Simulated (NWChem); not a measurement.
# doublet C2H6S+ at 5 levels

Aim: a comparison of 5 runs (UB3LYP/cc-pVDZ, UBHLYP/cc-pVDZ, UM06-2X/cc-pVDZ, UM06-L/cc-pVDZ, UPBE0/cc-pVDZ) of doublet C2H6S+. 

The calculation is run with NWChem 7.3.0.

## (1) The structure to begin with

C2H6S+ has 9 atoms, charge +1, and is taken as a doublet. SMILES of the parent species: `CSC`. The shape is that of a PBE0-D4/def2-TZVP optimisation. That shape belongs to the parent species and isn't relaxed for this state.

Bond lengths: C1–S2 1.795 Å, S2–C3 1.795 Å, C1–H4 1.092 Å, C1–H5 1.090 Å, C1–H6 1.092 Å, C3–H7 1.092 Å, C3–H8 1.090 Å, C3–H9 1.092 Å. Some angles: C1–S2–C3 99.4°, S2–C1–H4 111.2°, S2–C1–H5 107.2°, S2–C1–H6 111.2°, S2–C3–H7 111.2°, S2–C3–H8 107.2°, S2–C3–H9 111.2°, H4–C1–H5 108.7°, H4–C1–H6 109.7°, H5–C1–H6 108.7°.

## (2) A single-point energy at UB3LYP/cc-pVDZ (run 1)

a.nw reads:

```
start a
title "C2H6S B3LYP"
memory stack 880 mb heap 220 mb global 1100 mb
charge 1
geometry units angstrom noautosym nocenter noautoz
  C    -0.474900    1.046900   -0.732500
  S     0.826500   -0.185400   -0.836000
  C     0.522600   -1.063400    0.700100
  H    -1.461300    0.579200   -0.706700
  H    -0.404700    1.666000   -1.627400
  H    -0.347400    1.684100    0.145100
  H    -0.474300   -1.508800    0.710500
  H     1.262800   -1.861300    0.767400
  H     0.639300   -0.403800    1.562500
end
basis spherical bse
  * library cc-pVDZ
end
dft
  xc b3lyp
  mult 2
  grid xfine
  convergence energy 1e-08
  iterations 100
  mulliken
  print low
end
task dft energy
```

Run with:

```
$ nwchem a.nw > a.out
```

The log of the run:

```text
[...]
 d= 0,ls=0.0,diis     1   -477.6489348068 -5.89D+02  5.01D-03  1.79D-01     3.8
[...]
 d= 0,ls=0.0,diis    10   -477.7144999821 -2.69D-09  6.23D-07  2.76D-09    35.1
[...]
         Total DFT energy =     -477.714499982068
      One electron energy =     -868.054620187757
           Coulomb energy =      317.442809756849
    Exchange-Corr. energy =      -38.499763517515
 Nuclear repulsion energy =      111.397073966355
[...]
      Total Density - Mulliken Population Analysis
     ---------------------------------------------
    Atom       Charge   Shell Charges
 -----------   ------   -------------------------------------------------------
    1 C    6     6.16   2.01  0.68  0.46  2.11  0.87  0.04
    2 S   16    15.53   2.00  2.03  1.02  0.83  6.01  2.27  1.24  0.13
    3 C    6     6.16   2.01  0.68  0.46  2.11  0.87  0.04
    4 H    1     0.86   0.71  0.11  0.03
    5 H    1     0.87   0.72  0.11  0.03
    6 H    1     0.86   0.71  0.11  0.03
    7 H    1     0.86   0.71  0.11  0.03
    8 H    1     0.87   0.72  0.11  0.03
    9 H    1     0.86   0.71  0.11  0.03
[...]
      <S2> =      0.7534 (Exact =     0.7500)
[...]
```

Run time: 36 s. Hardware: 1 thread of AMD EPYC 9R45 (Zen 5), shared host; peak memory 0.14 GiB.

## (3) The energy at UBHLYP/cc-pVDZ (run 2)

run.py reads:

```python
from ase import Atoms
from ase.calculators.nwchem import NWChem

system = Atoms('CSCHHHHHH', positions=[
    [-0.474900, 1.046900, -0.732500],
    [0.826500, -0.185400, -0.836000],
    [0.522600, -1.063400, 0.700100],
    [-1.461300, 0.579200, -0.706700],
    [-0.404700, 1.666000, -1.627400],
    [-0.347400, 1.684100, 0.145100],
    [-0.474300, -1.508800, 0.710500],
    [1.262800, -1.861300, 0.767400],
    [0.639300, -0.403800, 1.562500],
])

calc = NWChem(
    label='input',
    theory='dft',
    memory='2200 mb',
    basis='cc-pVDZ',
    basispar='spherical bse',
    charge=1,
    dft={'xc': 'bhlyp', 'mult': '2', 'grid': 'xfine', 'convergence': 'energy 1e-08', 'iterations': '100', 'mulliken': None},
    task='energy',
)
system.calc = calc

e = system.get_potential_energy()
print(f"E = {e:.6f} eV")
```

Run with:

```
$ export ASE_NWCHEM_COMMAND="nwchem PREFIX.nwi > PREFIX.nwo"
$ python run.py
```

The log of the run:

```text
E = -12997.280590 eV
```

The calculator wrote input.nwi:

```
title "input"

permanent_dir input

scratch_dir input

start input

geometry units angstrom nocenter noautosym noautoz
  C  -4.7489999999999999e-01 1.0468999999999999e+00 -7.3250000000000004e-01
  S  8.2650000000000001e-01 -1.8540000000000001e-01 -8.3599999999999997e-01
  C  5.2259999999999995e-01 -1.0633999999999999e+00 7.0009999999999994e-01
  H  -1.4613000000000000e+00 5.7920000000000005e-01 -7.0669999999999999e-01
  H  -4.0470000000000000e-01 1.6659999999999999e+00 -1.6274000000000000e+00
  H  -3.4739999999999999e-01 1.6840999999999999e+00 1.4510000000000001e-01
  H  -4.7430000000000000e-01 -1.5087999999999999e+00 7.1050000000000002e-01
  H  1.2627999999999999e+00 -1.8613000000000000e+00 7.6739999999999997e-01
  H  6.3929999999999998e-01 -4.0379999999999999e-01 1.5625000000000000e+00
end

charge 1

memory 2200 mb

basis spherical bse noprint
   * library cc-pVDZ
end

dft
  xc bhlyp
  mult 2
  grid xfine
  convergence energy 1e-08
  iterations 100
  mulliken
end

task dft energy
```

input.nwo:

```text
Northwest Computational Chemistry Package (NWChem) 7.3.0
             --------------------------------------------------------

           Job information
           ---------------

    nwchem branch   = 7.3.0
    use scalapack   = T
    input           = input.nwi
    prefix          = input.
    data base       = input/input.db
    status          = startup
    nproc           =        1

           Memory information
           ------------------

[... 5 lines left out ...]
    hardfail = no
[... 38 lines left out ...]
            Nuclear Dipole moment (a.u.)
[... 85 lines left out ...]
          Convergence on density requested:  1.00D-05
[... 26 lines left out ...]
          Convergence aids based upon iterative change in
[... 31 lines left out ...]
 2-e energy   =     268.781729
[... 54 lines left out ...]
           Coulomb energy =      317.364873307198
[... 541 lines left out ...]
                     DFT Final Beta Molecular Orbital Analysis
[... 631 lines left out ...]
     Multipole analysis of the density
     ---------------------------------

     L   x y z        total         alpha         beta         nuclear
     -   - - -        -----         -----         ----         -------
     0   0 0 0      1.000000    -17.000000    -16.000000     34.000000

     1   1 0 0      0.434072    -12.467993    -11.143943     24.046007
[... 8 lines of this table left out ...]
     2   0 0 2    -14.897307    -52.291537    -48.477520     85.871750

 Task  times  cpu:       37.2s     wall:       37.2s
 Total times  cpu:       37.2s     wall:       37.2s
```

Run time: 38 s. Hardware: 1 thread of AMD EPYC 9R45 (Zen 5), shared host; peak memory 0.14 GiB.

## (4) The energy at UM06-2X/cc-pVDZ (run 3)

geom.nw reads:

```
start geom
memory total 2200 mb
charge 1

geometry noautosym nocenter noautoz
   C    -0.474900    1.046900   -0.732500
   S     0.826500   -0.185400   -0.836000
   C     0.522600   -1.063400    0.700100
   H    -1.461300    0.579200   -0.706700
   H    -0.404700    1.666000   -1.627400
   H    -0.347400    1.684100    0.145100
   H    -0.474300   -1.508800    0.710500
   H     1.262800   -1.861300    0.767400
   H     0.639300   -0.403800    1.562500
end

basis spherical bse
   * library cc-pVDZ
end

dft
   xc m06-2x
   mult 2
   grid xfine
   convergence energy 1e-08
   iterations 100
   mulliken
   noprint "final vectors analysis"
end

task dft
```

Run with:

```
$ nwchem geom.nw > geom.out
```

The log of the run:

```text
[...]
          Wavefunction type:  spin polarized.
          No. of atoms     :     9
          No. of electrons :    33
[...]
          Charge           :     1
          Spin multiplicity:     2
[...]
          AO basis - number of functions:    76
[...]
              XC Information
              --------------
                       M06-2X Method XC Functional
                     Hartree-Fock (Exact) Exchange  0.540
                        M06-2X Exchange Functional  1.000
                      M06-2X Correlation Potential  1.000
[...]
 d= 0,ls=0.0,diis     1   -477.5590530814 -5.89D+02  4.24D-03  1.35D-01     4.7
[...]
 d= 0,ls=0.0,diis    11   -477.6217852350 -1.76D-09  1.08D-07  1.92D-11    48.9
[...]
         Total DFT energy =     -477.621785234986
      One electron energy =     -868.015428075048
           Coulomb energy =      317.410539852178
    Exchange-Corr. energy =      -38.413970978472
 Nuclear repulsion energy =      111.397073966355
[...]
      Total Density - Mulliken Population Analysis
     ---------------------------------------------
    Atom       Charge   Shell Charges
 -----------   ------   -------------------------------------------------------
    1 C    6     6.22   2.01  0.66  0.49  2.09  0.94  0.03
    2 S   16    15.50   2.00  2.02  1.01  0.83  6.00  2.25  1.26  0.12
    3 C    6     6.22   2.01  0.66  0.49  2.09  0.94  0.03
    4 H    1     0.84   0.71  0.10  0.03
    5 H    1     0.85   0.72  0.10  0.03
    6 H    1     0.84   0.71  0.10  0.03
    7 H    1     0.84   0.71  0.10  0.03
    8 H    1     0.85   0.72  0.10  0.03
    9 H    1     0.84   0.71  0.10  0.03
[...]
      <S2> =      0.7533 (Exact =     0.7500)
[...]
```

Wall time 50 s (1 thread of AMD EPYC 9R45 (Zen 5), shared host); peak memory 0.14 GiB.

Run 4 isn't shown in full; the table further down has it.

## (5) A single-point energy at UPBE0/cc-pVDZ (run 5)

c2h6s.nw reads:

```
start c2h6s
title "C2H6S"
memory 2200 mb
charge 1
geometry units angstrom noautosym nocenter noautoz
   C       -0.474900       1.046900      -0.732500
   S        0.826500      -0.185400      -0.836000
   C        0.522600      -1.063400       0.700100
   H       -1.461300       0.579200      -0.706700
   H       -0.404700       1.666000      -1.627400
   H       -0.347400       1.684100       0.145100
   H       -0.474300      -1.508800       0.710500
   H        1.262800      -1.861300       0.767400
   H        0.639300      -0.403800       1.562500
end
basis spherical bse
   * library cc-pVDZ
end
dft
   xc pbe0
   mult 2
   grid xfine
   convergence energy 1e-08
   maxiter 100
   mulliken
end
task dft energy
```

Run with:

```
$ nwchem c2h6s.nw > c2h6s.out
```

The log of the run:

```text
[...]
          Wavefunction type:  spin polarized.
          No. of atoms     :     9
          No. of electrons :    33
[...]
          Charge           :     1
          Spin multiplicity:     2
[...]
          AO basis - number of functions:    76
[...]
              XC Information
              --------------
                         PBE0 Method XC Functional
                     Hartree-Fock (Exact) Exchange  0.250
          PerdewBurkeErnzerhof Exchange Functional  0.750
            Perdew 1991 LDA Correlation Functional  1.000 local
           PerdewBurkeErnz. Correlation Functional  1.000 non-local
[...]
 d= 0,ls=0.0,diis     1   -477.3938700259 -5.89D+02  4.90D-03  1.69D-01     4.1
[...]
 d= 0,ls=0.0,diis    10   -477.4579188274 -5.84D-09  8.62D-07  3.51D-09    35.5
[...]
         Total DFT energy =     -477.457918827430
      One electron energy =     -868.042879869122
           Coulomb energy =      317.427495408510
    Exchange-Corr. energy =      -38.239608333173
 Nuclear repulsion energy =      111.397073966355
[...]
      Total Density - Mulliken Population Analysis
     ---------------------------------------------
    Atom       Charge   Shell Charges
 -----------   ------   -------------------------------------------------------
    1 C    6     6.22   2.01  0.67  0.50  2.09  0.92  0.03
    2 S   16    15.52   2.00  2.03  1.01  0.86  6.01  2.26  1.24  0.13
    3 C    6     6.22   2.01  0.67  0.50  2.09  0.92  0.03
    4 H    1     0.84   0.71  0.10  0.03
    5 H    1     0.84   0.72  0.09  0.03
    6 H    1     0.84   0.71  0.10  0.03
    7 H    1     0.84   0.71  0.10  0.03
    8 H    1     0.84   0.72  0.09  0.03
    9 H    1     0.84   0.71  0.10  0.03
[...]
      <S2> =      0.7543 (Exact =     0.7500)
[...]
```

Run time: 36 s. Hardware: 1 thread of AMD EPYC 9R45 (Zen 5), shared host; peak memory 0.14 GiB.

## (6) All runs side by side

```tsv
run	level	energy (Eh)	⟨S²⟩	wall time
1	UB3LYP/cc-pVDZ	-477.714500	0.753	36 s
2	UBHLYP/cc-pVDZ	-477.641256	0.756	38 s
3	UM06-2X/cc-pVDZ	-477.621785	0.753	50 s
4	UM06-L/cc-pVDZ	-477.681152	0.754	55 s
5	UPBE0/cc-pVDZ	-477.457919	0.754	36 s
```

## (7) Results

| quantity | value |
| --- | --- |
| run 5: total energy | -477.45792 Eh |
| run 5: HOMO energy (highest over α and β) | -14.94 eV |
| run 5: LUMO energy (lowest over α and β) | -10.92 eV |
| run 5: ⟨S²⟩ | 0.754 |

**Reading.** Totals of different functionals can't be ranked against each other. All runs together took 3.6 min, the longest 55 s.
